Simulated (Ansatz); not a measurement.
Start from `CC(F)OCO` and change one atom or group to get `C#COC(C)F`.

Ansatz, PBE0-D4/def2-TZVP geometries, multiplicity 1. Each molecule was computed in one conformer, which needn't be the lowest.

```json
{"property": "HOMO energy (PBE/def2-TZVPP) / eV", "`CC(F)OCO`": "-6.92"}
{"property": "size of the dipole moment (ωB97M-V/def2-TZVPP) / D", "`CC(F)OCO`": "1.96"}
{"property": "LUMO energy (B3LYP/def2-TZVPP) / eV", "`CC(F)OCO`": "0.59"}
{"property": "LUMO energy (PBE0/def2-TZVPP) / eV", "`CC(F)OCO`": "0.99"}
{"property": "HOMO energy (PBE0/def2-TZVPP) / eV", "`CC(F)OCO`": "-8.64"}
{"property": "size of the dipole moment (B3LYP/def2-TZVPP) / D", "`CC(F)OCO`": "1.97"}
```

Problem. Give the same properties after the change, and the shifts. (Best estimate.)

Solution. Computed: 
```csv
property,`C#COC(C)F`,shift
HOMO energy (PBE/def2-TZVPP) / eV,-6.01,0.91
size of the dipole moment (ωB97M-V/def2-TZVPP) / D,2.27,0.31
LUMO energy (B3LYP/def2-TZVPP) / eV,0.83,0.24
LUMO energy (PBE0/def2-TZVPP) / eV,1.19,0.20
HOMO energy (PBE0/def2-TZVPP) / eV,-7.32,1.32
size of the dipole moment (B3LYP/def2-TZVPP) / D,2.26,0.29
```

With PBE0 the HOMO rises by 1.32 eV and the LUMO rises by 0.20 eV, so the gap narrows by about 1.12 eV. PBE moves the HOMO by 0.91 eV and ωB97M-V by 1.52 eV. Dipoles are sizes alone; their direction can turn.

B3LYP here is the variant with VWN-RPA as its local correlation; programs differ in this.
